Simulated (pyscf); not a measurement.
Optimised with ωB97X-D3(BJ)/def2-SVP in PySCF.

SMILES: CN(C)[SiH2][SiH3]
```xyz
16

C     -1.1794    -0.0898    -2.6705
N     -0.4547     0.3792    -1.5058
C      0.9746     0.4860    -1.7109
Si    -1.1590     0.2247     0.0773
Si     0.0156     1.5535     1.5981
H     -0.9863     0.5657    -3.5400
H     -0.8989    -1.1225    -2.9633
H     -2.2642    -0.0774    -2.4804
H      1.4681     0.9204    -0.8270
H      1.1962     1.1477    -2.5688
H      1.4563    -0.4926    -1.9138
H     -1.1965    -1.1794     0.6161
H     -2.5811     0.6751    -0.0071
H     -0.7378     1.6226     2.8864
H      0.1810     2.9373     1.0605
H      1.3723     0.9940     1.8803
```
Charge 0, spin multiplicity 1.

Q: What is the homolytic dissociation enthalpy (298 K, ωB97M-D3(BJ)/def2-TZVP) of the Si–Si bond of H₃C–N(CH₃)–SiH₂–SiH₃, to H₃C–N(CH₃)–SiH₂• + SiH₃•?

A: Si–Si to H₃C–N(CH₃)–SiH₂• + SiH₃•: 305.2 kJ/mol. The 7 functionals that were run give +275.0 (r²SCAN) to +325.4 kJ/mol (ωB97X-D3(BJ)/def2-TZVP). Other isomers of H₃C–N(CH₃)–SiH₂• were not searched in full and may lie lower.
